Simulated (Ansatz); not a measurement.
# C2H4F3: the cost of one run

The runs use Ansatz 0.2.0; RKS CAM-B3LYP-D4/def2-SVPD.

**1. Where the work starts**

8 atoms, charge 0, spin multiplicity 1.

Atoms are counted from 1 here; the program's logs count them from 0.

Bond lengths: F1–C2 1.397 Å, C2–C3 1.509 Å, C2–H5 1.109 Å, C2–H6 1.111 Å, C3–F4 1.397 Å, C3–H7 1.111 Å, C3–H8 1.109 Å. Angles: F1–C2–C3 110.9°, F1–C2–H5 107.9°, F1–C2–H6 108.2°, C3–C2–H5 110.8°, C3–C2–H6 109.6°, H5–C2–H6 109.5°, C2–C3–F4 110.9°, C2–C3–H7 109.6°, C2–C3–H8 110.7°, F4–C3–H7 108.2°, F4–C3–H8 108.0°, H7–C3–H8 109.5°.

Coordinates:

| atom | x (Å) | y (Å) | z (Å) |
| --- | --- | --- | --- |
| F1 | -1.3154 | 0.7767 | 0.8788 |
| C2 | -0.1035 | 0.7152 | 0.1858 |
| C3 | 0.2325 | -0.7087 | -0.1835 |
| F4 | -0.6146 | -1.1740 | -1.1928 |
| H5 | -0.1966 | 1.3454 | -0.7222 |
| H6 | 0.6921 | 1.1272 | 0.8423 |
| H7 | 1.2772 | -0.7601 | -0.5573 |
| H8 | 0.1203 | -1.3788 | 0.6931 |

This geometry comes from a loose relaxation at PBE in a small basis, which is not shown.

**4. Plan of the scan**

The probe is moved over the molecule's main plane (x and y are the axes of that plane, centred on the molecule).

The axes are (1) x of the probe's F atom: 15 values from −4.13 Å; (2) y of the probe's F atom: 15 values from −4.13 Å.

Nothing else is relaxed (molecule and probe rigid). Energies count from molecule and probe far apart, each relaxed in its own basis (no counterpoise correction). Points are written as (first, second).

The probe F- moves over a plane: the molecule's main plane. The molecule is turned into the frame of its main axes, as the inputs below show.

(The set-up runs are not shown.)

**5. Point (0.00 Å, 3.54 Å)**

Contents of input.yaml:

```yaml
crystal:
  periodic: [false, false, false]
  atoms:
    - { symbol: F, position_ang: [1.439808, -0.525868, -0.151798] }
    - { symbol: C, position_ang: [0.677671, 0.525869, 0.322514] }
    - { symbol: C, position_ang: [-0.677672, 0.525869, -0.322514] }
    - { symbol: F, position_ang: [-1.439807, -0.525869, 0.151797] }
    - { symbol: H, position_ang: [0.587758, 0.416107, 1.41227] }
    - { symbol: H, position_ang: [1.203758, 1.46279, 0.085908] }
    - { symbol: H, position_ang: [-1.203762, 1.462789, -0.085909] }
    - { symbol: H, position_ang: [-0.587759, 0.416106, -1.41227] }
    - { symbol: F, position_ang: [0.0, 3.54, 0.0] }
total_charge: -1
basis:
  gaussian: { orbitals: def2-SVPD }
hamiltonian:
  xc: { name: CAM-B3LYP }
  dispersion: d4
output:
  forces: true
```

Run with:

```sh
> ansatz run input.yaml --threads 1 --pin off --max-ram 2560MiB --backend cpu --events-out ev --progress --plain --runs-dir out
```

What time and memory should one allow on 1 thread of Arm Neoverse N1, shared host?

About 11 s, with a peak of 0.33 GiB.
